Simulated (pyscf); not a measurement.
Optimised with ωB97X-D3(BJ)/def2-SVP in PySCF.

**Question.** Estimate the classical barrier height and the reaction energy of H₃C–In(CH₃)–CH₃ + ammonia (NH₃) → methane (CH₄) + H₃C–In(CH₃)–NH₂ at ωB97M-D3(BJ)/def2-TZVP. The step runs on the singlet surface, breaks C–In, H–N and forms C–H, In–N; take the separated reactants as zero.

**Answer.** ΔE‡ = 78.0 kJ/mol, ΔE = -48.2 kJ/mol. Zero-point energy shifts the barrier by -3.8 kJ/mol. It is a four-centre exchange, with an imaginary mode of 1575i cm⁻¹. On the reactant side the descent ends in an adduct with a In–N contact, 77.9 kJ/mol under the separated species and 148.8 kJ/mol under the saddle at ωB97X-D3(BJ)/def2-TZVP. What is counted as formed (In–N) is already present as a longer contact in the reactant adduct; forming that adduct is a step of its own. One saddle was located; it need not be the lowest between these sides. Elements past Kr carry the def2 core potentials, without spin-orbit coupling.
